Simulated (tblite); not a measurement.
Record of a relaxation.

Compound: C5H10N (doublet state).
Bonds: C1–C2 (double), C2–C3, C3–C4, C3–N5, N5–C6. Hydrogens: H7, H8 on C1; H9 on C2; H10, H11, H12 on C4; H13 on N5; H14, H15, H16 on C6.
Bond orders are those of one Lewis drawing.

Computed with GFN2-xTB (tblite), gas phase: L-BFGS steps from a force-field or distance-geometry start until the largest atomic force falls under 0.01 eV/Å. 7 of its 128 geometries are shown.

Step 0: E = -507.0511 eV, largest atomic force 2.686 eV/Å
```
atom  x, y, z in Å  |  force x, y, z in eV/Å
C1      2.256   -0.548   -0.802    0.682   0.515  -0.108
C2      1.032   -0.917   -0.379   -1.356   0.563   1.337
C3      0.166   -0.143    0.476   -0.819  -1.944  -0.405
C4      0.588    1.179    1.048   -0.578  -0.589   0.592
N5     -1.159   -0.720    0.832    1.857   1.745  -0.850
C6     -2.255    0.088    0.290   -0.233  -0.094   0.489
H7      2.833   -1.203   -1.437   -0.024   0.159   0.079
H8      2.697    0.416   -0.543   -0.185  -0.482  -0.144
H9      0.676   -1.901   -0.678   -0.109   0.198   0.043
H10     0.677    1.929    0.277    0.116   0.213  -0.247
H11     1.548    1.073    1.569   -0.125   0.006  -0.258
H12    -0.137    1.535    1.796    0.139  -0.198  -0.317
H13    -1.264   -1.670    0.490    0.330   0.072  -0.007
H14    -2.252    1.099    0.713    0.182  -0.203  -0.032
H15    -2.207    0.168   -0.797   -0.029   0.030  -0.131
H16    -3.207   -0.375    0.570    0.151   0.009  -0.043
```

Step 21: E = -507.3542 eV, largest atomic force 0.182 eV/Å
```
atom  x, y, z in Å  |  force x, y, z in eV/Å
C1      2.326   -0.586   -0.728    0.107   0.048   0.043
C2      1.071   -0.961   -0.343    0.044   0.084  -0.112
C3      0.168   -0.179    0.376    0.141   0.018   0.051
C4      0.516    1.150    0.974    0.027   0.025  -0.003
N5     -1.101   -0.669    0.657   -0.033  -0.012  -0.048
C6     -2.264    0.139    0.358   -0.120  -0.007  -0.002
H7      2.945   -1.204   -1.357   -0.123  -0.030   0.129
H8      2.742    0.362   -0.437   -0.003   0.017  -0.013
H9      0.720   -1.933   -0.679   -0.045   0.070   0.034
H10     0.580    1.946    0.223   -0.044  -0.145   0.056
H11     1.488    1.097    1.474   -0.135  -0.023  -0.087
H12    -0.238    1.425    1.713    0.163   0.005  -0.080
H13    -1.219   -1.618    0.328   -0.004  -0.083  -0.055
H14    -2.173    1.116    0.824    0.040   0.061  -0.057
H15    -2.422    0.268   -0.723    0.064   0.064   0.069
H16    -3.146   -0.345    0.768   -0.078  -0.091   0.077
```

Step 42: E = -507.3945 eV, largest atomic force 0.043 eV/Å
```
atom  x, y, z in Å  |  force x, y, z in eV/Å
C1      2.404   -0.613   -0.610   -0.011   0.002  -0.007
C2      1.104   -0.952   -0.368   -0.013   0.015  -0.009
C3      0.153   -0.171    0.284   -0.021  -0.024   0.023
C4      0.491    1.156    0.882   -0.010  -0.004  -0.010
N5     -1.120   -0.679    0.481   -0.020   0.006  -0.011
C6     -2.308    0.143    0.448    0.008   0.002  -0.019
H7      3.062   -1.281   -1.132    0.008  -0.028  -0.013
H8      2.810    0.334   -0.312    0.040   0.009   0.012
H9      0.763   -1.917   -0.729    0.011  -0.005   0.005
H10     0.453    1.950    0.134   -0.007   0.033  -0.022
H11     1.499    1.128    1.288    0.021   0.011  -0.005
H12    -0.191    1.410    1.689   -0.009  -0.018   0.029
H13    -1.253   -1.576    0.030   -0.007   0.020   0.025
H14    -2.120    1.094    0.941   -0.016  -0.019   0.016
H15    -2.641    0.352   -0.577   -0.001   0.002  -0.003
H16    -3.113   -0.371    0.976    0.029  -0.001  -0.013
```

Step 64: E = -507.4035 eV, largest atomic force 0.051 eV/Å
```
atom  x, y, z in Å  |  force x, y, z in eV/Å
C1      2.437   -0.672   -0.575    0.000   0.014   0.010
C2      1.113   -0.935   -0.369    0.008  -0.018  -0.010
C3      0.161   -0.140    0.264    0.029   0.012   0.005
C4      0.466    1.198    0.854   -0.003   0.028   0.010
N5     -1.109   -0.662    0.448    0.008   0.024  -0.012
C6     -2.309    0.140    0.457    0.009   0.000   0.023
H7      3.061   -1.388   -1.079   -0.019   0.044   0.005
H8      2.909    0.237   -0.250   -0.010  -0.005   0.004
H9      0.741   -1.881   -0.749    0.019  -0.044   0.006
H10     0.225    2.010    0.161   -0.008  -0.044  -0.001
H11     1.524    1.268    1.093   -0.040  -0.015  -0.027
H12    -0.103    1.357    1.769    0.018  -0.022  -0.005
H13    -1.232   -1.555   -0.011   -0.024  -0.004  -0.003
H14    -2.155    1.034    1.054    0.002   0.016  -0.020
H15    -2.625    0.441   -0.552    0.029   0.015   0.030
H16    -3.111   -0.443    0.910   -0.018   0.001  -0.013
```

Step 85: E = -507.4168 eV, largest atomic force 0.028 eV/Å
```
atom  x, y, z in Å  |  force x, y, z in eV/Å
C1      2.462   -0.702   -0.508   -0.003   0.002  -0.001
C2      1.132   -0.966   -0.342    0.006  -0.006  -0.006
C3      0.163   -0.163    0.252   -0.001   0.004  -0.027
C4      0.430    1.200    0.798    0.005   0.010  -0.015
N5     -1.119   -0.669    0.399   -0.006  -0.002   0.004
C6     -2.290    0.167    0.478    0.006   0.000  -0.003
H7      3.099   -1.401   -1.016   -0.009  -0.015   0.022
H8      2.928    0.199   -0.152   -0.006   0.014  -0.014
H9      0.775   -1.919   -0.722    0.005  -0.004   0.000
H10    -0.097    1.963    0.219    0.005   0.000   0.017
H11     1.492    1.417    0.755   -0.022  -0.005   0.009
H12     0.103    1.276    1.836   -0.003  -0.006  -0.008
H13    -1.268   -1.535   -0.102    0.004   0.021   0.009
H14    -2.137    0.955    1.213   -0.003  -0.017   0.003
H15    -2.547    0.634   -0.483    0.016  -0.001   0.016
H16    -3.134   -0.445    0.799    0.006   0.006  -0.006
```

Step 106: E = -507.4198 eV, largest atomic force 0.021 eV/Å
```
atom  x, y, z in Å  |  force x, y, z in eV/Å
C1      2.471   -0.714   -0.490    0.001   0.001   0.008
C2      1.140   -0.977   -0.332   -0.002   0.005   0.003
C3      0.163   -0.160    0.227   -0.008   0.003  -0.001
C4      0.418    1.207    0.769   -0.011   0.002  -0.001
N5     -1.120   -0.664    0.367    0.003  -0.011   0.016
C6     -2.285    0.172    0.494   -0.015   0.001  -0.004
H7      3.120   -1.438   -0.944    0.000  -0.003  -0.011
H8      2.925    0.207   -0.174   -0.003   0.002   0.003
H9      0.789   -1.942   -0.686    0.010  -0.004   0.004
H10    -0.190    1.952    0.252    0.014   0.016  -0.002
H11     1.462    1.472    0.648    0.006  -0.008  -0.013
H12     0.176    1.254    1.832   -0.012  -0.001   0.004
H13    -1.277   -1.518   -0.150   -0.003  -0.002  -0.004
H14    -2.150    0.880    1.310    0.010  -0.008  -0.008
H15    -2.507    0.736   -0.423    0.004   0.012   0.011
H16    -3.143   -0.457    0.726    0.005  -0.005  -0.004
```

Step 127: E = -507.4208 eV, largest atomic force 0.009 eV/Å
```
atom  x, y, z in Å  |  force x, y, z in eV/Å
C1      2.466   -0.706   -0.504    0.000   0.001  -0.002
C2      1.140   -0.980   -0.326    0.002  -0.001  -0.003
C3      0.161   -0.164    0.232    0.002  -0.002   0.001
C4      0.417    1.205    0.769    0.001   0.001   0.005
N5     -1.120   -0.671    0.377   -0.001  -0.002  -0.003
C6     -2.283    0.171    0.499    0.007   0.000   0.001
H7      3.116   -1.431   -0.958   -0.003   0.001   0.000
H8      2.916    0.225   -0.212   -0.001   0.002   0.006
H9      0.797   -1.953   -0.663   -0.006   0.002   0.001
H10    -0.142    1.958    0.210    0.001   0.000  -0.003
H11     1.472    1.444    0.701   -0.008  -0.004  -0.002
H12     0.116    1.271    1.816    0.002   0.001  -0.004
H13    -1.278   -1.523   -0.144    0.001   0.001   0.002
H14    -2.155    0.861    1.333   -0.003   0.000   0.002
H15    -2.483    0.757   -0.408    0.002   0.001  -0.002
H16    -3.149   -0.457    0.703    0.003  -0.002   0.000
```

Task: Summarise the path.

Result: The energy falls by 35.67 kJ/mol from step 0 to step 127; nine tenths of that is first reached at step 30. It falls at every step. The largest force goes from 2.686 to 0.009 eV/Å. Among the bonds C3–N5 changes most, from 1.488 to 1.386 Å; the atoms move by 0.522 Å rms after alignment.

Task: Follow the three bonds and two angles with the largest change from start to end.

Result: 
| step | E above end (kJ/mol) | largest force (eV/Å) | C3–N5 (Å) | C2–C3 (Å) | N5–C6 (Å) | C3–N5–C6 (°) | C6–N5–H13 (°) |
| --- | --- | --- | --- | --- | --- | --- | --- |
| 0 | 35.67 | 2.686 | 1.488 | 1.442 | 1.466 | 111.3 | 108.3 |
| 6 | 11.26 | 0.218 | 1.396 | 1.393 | 1.452 | 117.9 | 110.2 |
| 11 | 10.04 | 0.130 | 1.392 | 1.390 | 1.453 | 117.5 | 110.7 |
| 17 | 8.00 | 0.125 | 1.391 | 1.393 | 1.453 | 119.8 | 111.7 |
| 22 | 5.83 | 0.183 | 1.389 | 1.394 | 1.448 | 119.9 | 111.2 |
| 28 | 3.83 | 0.098 | 1.387 | 1.393 | 1.449 | 121.1 | 112.4 |
| 33 | 3.15 | 0.113 | 1.387 | 1.391 | 1.443 | 121.9 | 112.8 |
| 39 | 2.64 | 0.060 | 1.385 | 1.392 | 1.443 | 122.8 | 112.7 |
| 44 | 2.48 | 0.033 | 1.385 | 1.393 | 1.444 | 123.1 | 112.8 |
| 50 | 2.33 | 0.040 | 1.386 | 1.392 | 1.445 | 123.6 | 112.3 |
| 55 | 2.17 | 0.062 | 1.385 | 1.393 | 1.441 | 124.2 | 113.0 |
| 61 | 1.82 | 0.070 | 1.386 | 1.393 | 1.445 | 123.8 | 113.1 |
| 66 | 1.59 | 0.059 | 1.385 | 1.392 | 1.440 | 123.7 | 113.2 |
| 72 | 1.22 | 0.095 | 1.385 | 1.391 | 1.441 | 123.3 | 113.3 |
| 77 | 0.85 | 0.060 | 1.385 | 1.392 | 1.440 | 123.7 | 112.8 |
| 83 | 0.42 | 0.040 | 1.386 | 1.392 | 1.441 | 123.0 | 113.8 |
| 88 | 0.33 | 0.046 | 1.385 | 1.392 | 1.441 | 122.8 | 113.9 |
| 94 | 0.19 | 0.021 | 1.385 | 1.392 | 1.441 | 122.9 | 114.2 |
| 99 | 0.16 | 0.017 | 1.385 | 1.392 | 1.441 | 122.8 | 114.1 |
| 105 | 0.10 | 0.023 | 1.385 | 1.392 | 1.440 | 123.1 | 114.2 |
| 110 | 0.06 | 0.026 | 1.385 | 1.392 | 1.441 | 123.0 | 114.1 |
| 116 | 0.03 | 0.016 | 1.385 | 1.392 | 1.440 | 122.8 | 114.2 |
| 121 | 0.02 | 0.012 | 1.385 | 1.392 | 1.440 | 122.8 | 114.3 |
| 127 | 0.00 | 0.009 | 1.386 | 1.392 | 1.441 | 122.7 | 114.2 |

The cost below is that of the whole relaxation. Hardware: an Arm Neoverse V1 with one thread, shared host with 32 logical CPUs at a one-minute load of 14. Cost: 0.6 s.
